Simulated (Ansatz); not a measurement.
in.yaml

```yaml
crystal:
  periodic: [false, false, false]
  atoms:
    - {symbol: B, position_ang: [0.000000, -0.109063, 0.799592]}
    - {symbol: C, position_ang: [0.000000, -0.048805, -0.726058]}
    - {symbol: H, position_ang: [0.000000, 0.994903, 1.539525]}
    - {symbol: H, position_ang: [0.000000, 0.756445, -1.464052]}
basis:
  gaussian: {orbitals: cc-pVDZ}
magnetization: {spin_polarized: false, initial_magnetization: 3}
correlation: {method: fic_mrcisd_q, electrons: outside_noble_gas, active_space: {window: {electrons: 5, orbitals: 5}, states: [{multiplicity: 4, weights: [1, 1]}], root: 2}}
```

```sh
$ ansatz run in.yaml --threads 1 --pin off --events-out ev --progress --plain --max-ram 2393MiB
```

(1) What does the program do with this input?

Results:

(1) Refused. The input was made wrong on purpose (root beyond the states), so the run isn't a sound calculation of what was asked.
```
Error: the active space averages no state 2, counted from zero
```
